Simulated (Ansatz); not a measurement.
A calculation with Ansatz (development build ahead of 0.2.0).

```yaml
crystal:
  periodic: [false, false, false]
  atoms:
    - { symbol: C, position_ang: [0.0, 0.0, 0.0] }
    - { symbol: Mg, position_ang: [0.0, 0.0, 6.2887] }
basis:
  gaussian: { orbitals: pcseg-2 }
hamiltonian:
  xc: pbe0
```

The input is written out in the form of the current development build from the run's settings.

Output:

```yaml
Converged: yes
Total_energy: -237.69876 hartree
Spin_squared_of_the_determinant: 0.000
Stability_test: minimum among restricted orbitals
```

Caution: charge can spread falsely over distant fragments; another spin multiplicity may lie lower; an unrestricted determinant lies well below.
